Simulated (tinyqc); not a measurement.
Pariser-Parr-Pople SCF with singles CI, for the molecule c1ccccc1 (SMILES; centres numbered as the heavy atoms are written), step by step. Computed by tinyqc, a small Python program that keeps every step. Settings: charge = 0, gamma = MN, start = core, damping = 0.3, iteration cap = 77, excitations kept = 9. Command: `OMP_NUM_THREADS=1 python tinyqc.py 27440 27441 out.jsonl` (the two numbers bound the seeds that draw the settings). One thread of a shared host (Intel(R) Xeon(R) Processor @ 2.60GHz), about 0.01 s of CPU time with the checks. Later iterations appear only in the table of the cycle.

## PPP integrals

Centres (angstrom, eV; a flat drawing with bonds scaled to 1.40 angstrom):

| centre | x | y | core charge z | W | gamma_rr |
|---|---|---|---|---|---|
| 1C | 1.400000 | 0.000000 | 1 | 11.160000 | 11.130000 |
| 2C | 0.700000 | 1.212000 | 1 | 11.160000 | 11.130000 |
| 3C | -0.700000 | 1.212000 | 1 | 11.160000 | 11.130000 |
| 4C | -1.400000 | 0.000000 | 1 | 11.160000 | 11.130000 |
| 5C | -0.700000 | -1.212000 | 1 | 11.160000 | 11.130000 |
| 6C | 0.700000 | -1.212000 | 1 | 11.160000 | 11.130000 |

Resonance integrals (eV):

| i | j | beta |
|---|---|---|
| 1 | 2 | -2.390000 |
| 2 | 3 | -2.390000 |
| 3 | 4 | -2.390000 |
| 4 | 5 | -2.390000 |
| 5 | 6 | -2.390000 |
| 6 | 1 | -2.390000 |

Mataga-Nishimoto: gamma = 14.399645/(R + a), a = 2 x 14.399645/(gamma_rr + gamma_ss); H_rr = -W_r - sum_(s != r) z_s gamma_rs; H_rs = beta for bonds.

repulsion gamma_rs (eV), lower triangle:
```
           1C         2C         3C         4C         5C         6C
1C  11.130000
2C   5.346287  11.130000
3C   3.872515   5.345539  11.130000
4C   3.517455   3.872515   5.346287  11.130000
5C   3.872515   3.518103   3.873196   5.346287  11.130000
6C   5.346287   3.873196   3.518103   3.872515   5.345539  11.130000
```

core matrix H (eV), lower triangle:
```
            1C          2C          3C          4C          5C          6C
1C  -33.115059
2C   -2.390000  -33.115640
3C    0.000000   -2.390000  -33.115640
4C    0.000000    0.000000   -2.390000  -33.115059
5C    0.000000    0.000000    0.000000   -2.390000  -33.115640
6C   -2.390000    0.000000    0.000000    0.000000   -2.390000  -33.115640
```

## Starting guess

pi electrons, sum of z_r less the charge = 6

Orbitals of the core matrix H.

P at the start, lower triangle:
```
           1C         2C         3C         4C        5C        6C
1C   0.999928
2C   0.666667   1.000036
3C  -0.000018   0.666667   1.000036
4C  -0.333333  -0.000018   0.666667   0.999928
5C  -0.000018  -0.333333   0.000036   0.666667  1.000036
6C   0.666667   0.000036  -0.333333  -0.000018  0.666667  1.000036
```

## Iteration 1: Fock matrix

F_rr = H_rr + P_rr gamma_rr / 2 + sum_(s != r) P_ss gamma_rs; F_rs = H_rs - P_rs gamma_rs / 2; E = tr P (H + F) / 2 + core repulsion sum_(r<s) z_r z_s gamma_rs.

F (eV), lower triangle:
```
           1C         2C         3C         4C         5C         6C
1C  -5.594990
2C  -4.172096  -5.595005
3C   0.000035  -4.171846  -5.595005
4C   0.586242   0.000035  -4.172096  -5.594990
5C   0.000035   0.586350  -0.000070  -4.172096  -5.595005
6C  -4.172096  -0.000070   0.586350   0.000035  -4.171846  -5.595005
```

pi energy = -77.099365 eV

## Iteration 1: orbitals and new P

Diagonalise F (the basis is taken as orthonormal) and form P = 2 sum c c over the lowest orbitals; 0.3 of the old P is kept.

orbital energies (eV): -13.352711  -10.353522  -10.353132  -0.836738  -0.836607  2.162711

P after iteration 1, lower triangle:
```
           1C         2C         3C         4C        5C        6C
1C   0.999972
2C   0.666671   1.000014
3C  -0.000007   0.666658   1.000014
4C  -0.333316  -0.000007   0.666671   0.999972
5C  -0.000007  -0.333342   0.000014   0.666671  1.000014
6C   0.666671   0.000014  -0.333342  -0.000007  0.666658  1.000014
```

## Iteration 2: Fock matrix

As before.

F (eV), lower triangle:
```
           1C         2C         3C         4C         5C         6C
1C  -5.594996
2C  -4.172108  -5.595002
3C   0.000013  -4.171823  -5.595002
4C   0.586211   0.000013  -4.172108  -5.594996
5C   0.000013   0.586366  -0.000027  -4.172108  -5.595002
6C  -4.172108  -0.000027   0.586366   0.000013  -4.171823  -5.595002
```

pi energy = -77.099365 eV

## Iteration 2: orbitals and new P

As before.

orbital energies (eV): -13.352711  -10.353490  -10.353164  -0.836787  -0.836559  2.162711

P after iteration 2, lower triangle:
```
           1C         2C         3C         4C        5C        6C
1C   0.999989
2C   0.666673   1.000005
3C  -0.000003   0.666653   1.000005
4C  -0.333306  -0.000003   0.666673   0.999989
5C  -0.000003  -0.333347   0.000005   0.666673  1.000005
6C   0.666673   0.000005  -0.333347  -0.000003  0.666653  1.000005
```

## Convergence

Stop when output and input P, before any damping, agree to 1e-7.

Course of the cycle:

| iteration | E (eV) | largest \|P(out) - P(in)\| |
|---|---|---|
| 1 | -77.09936499 | 6.35e-05 |
| 2 | -77.09936504 | 2.43e-05 |
| 3 | -77.09936506 | 9.28e-06 |
| 4 | -77.09936506 | 3.80e-06 |
| 5 | -77.09936506 | 2.02e-06 |
| 6 | -77.09936506 | 1.07e-06 |
| 7 | -77.09936506 | 5.68e-07 |
| 8 | -77.09936506 | 3.02e-07 |
| 9 | -77.09936506 | 1.60e-07 |
| 10 | -77.09936506 | 8.50e-08 |

Converged in 10 iterations.

## Converged orbitals

Charges are z - P_rr.

orbital energies (eV): -13.352711  -10.353475  -10.353179  -0.836820  -0.836525  2.162711

coefficients:
```
         MO1        MO2        MO3        MO4        MO5        MO6
1C  0.408260   0.577342   0.000000   0.000000   0.577342   0.408260
2C  0.408242   0.288683   0.500000   0.500000  -0.288683  -0.408242
3C  0.408242  -0.288683   0.500000  -0.500000  -0.288683   0.408242
4C  0.408260  -0.577342   0.000000   0.000000   0.577342  -0.408260
5C  0.408242  -0.288683  -0.500000   0.500000  -0.288683   0.408242
6C  0.408242   0.288683  -0.500000  -0.500000  -0.288683  -0.408242
```

pi charges: 1C 0.000000, 2C 0.000000, 3C 0.000000, 4C 0.000000, 5C 0.000000, 6C 0.000000

Within a degenerate level the vectors are fixed only up to a rotation; this is one choice.

## Singles CI, singlets

Over the 9 single excitations with the smallest orbital gaps: A = (e_a - e_i) delta + 2 (ia|jb) - (ij|ab), with (pq|rs) = sum c_mp c_mq gamma_mn c_nr c_ns. f = 2/3 w |mu|^2 in atomic units, mu = sqrt2 sum c_ia sum_m c_mi c_ma R_m.

singlet CI matrix (eV), lower triangle:
```
           3>4        3>5       2>4       2>5        3>6       1>4       1>5       2>6
3>4   6.619427
3>5   0.000000   5.968917
2>4   0.000000  -1.061653  5.968917
2>5   0.411643   0.000000  0.000000  6.619678
3>6   0.000000   0.000000  0.000000  0.000000   8.811381
1>4   0.000000   0.000000  0.000000  0.000000  -0.295741  8.811381
1>5   0.000000   0.000000  0.000000  0.000000   0.000000  0.000000  8.811618
2>6   0.000000   0.000000  0.000000  0.000000   0.000000  0.000000  0.295194  8.811618
1>6  -0.041177   0.000000  0.000000  0.040700   0.000000  0.000000  0.000000  0.000000

           1>6
1>6  11.556354
```

singlet excitation energies (eV): 4.907264  6.207283  7.030570  7.031196  8.515640  8.516424  9.106811  9.107122  11.556981

oscillator strengths: 0.000000  0.000000  1.204801  1.205637  0.000000  0.000000  0.000000  0.000000  0.000000

## Singles CI, triplets

Over the 9 single excitations with the smallest orbital gaps: A = (e_a - e_i) delta - (ij|ab), with (pq|rs) = sum c_mp c_mq gamma_mn c_nr c_ns.

triplet CI matrix (eV), lower triangle:
```
          3>4       3>5       2>4        2>5       3>6       1>4        1>5       2>6
3>4  3.549650
3>5  0.000000  4.454791
2>4  0.000000  0.452473  4.454791
2>5  0.452473  0.000000  0.000000   3.550420
3>6  0.000000  0.000000  0.000000   0.000000  7.001643
1>4  0.000000  0.000000  0.000000   0.000000  1.513997  7.001643
1>5  0.000000  0.000000  0.000000   0.000000  0.000000  0.000000   7.001951
2>6  0.000000  0.000000  0.000000   0.000000  0.000000  0.000000  -1.514473  7.001951
1>6  1.513997  0.000000  0.000000  -1.514473  0.000000  0.000000   0.000000  0.000000

           1>6
1>6  10.001181
```

triplet excitation energies (eV): 2.487253  4.002318  4.002508  4.907264  5.487478  5.487646  8.515640  8.516424  10.611489
